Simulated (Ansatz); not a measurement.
Basis-set series for AlFH2, SMILES `[F][AlH2]`. Total charge 0; spin multiplicity 1. Geometry: relaxed with PBE0-D4/def2-TZVP.

```tsv
functional	basis	functions	energy (Eh)	HOMO (eV)	LUMO (eV)
PBE0-D4	def2-SVP	42	-343.15224	-8.72	-1.24
PBE0-D4	def2-QZVPP	187	-343.38228	-8.80	-1.42
ωB97M-V	def2-SVP	42	-343.31695	-10.89	0.47
ωB97M-V	def2-QZVPP	187	-343.54936	-11.03	0.00
```

(1) Give the rows for def2-TZVPP. (Estimate.)

Results:

(1) The calculation gave: 
```tsv
functional	basis	functions	energy (Eh)	HOMO (eV)	LUMO (eV)
PBE0-D4	def2-TZVPP	101	-343.36818	-8.79	-1.37
ωB97M-V	def2-TZVPP	101	-343.53594	-11.01	0.22
```

Positive LUMOs are unbound and depend on the basis.

Program: Ansatz 0.2.0.
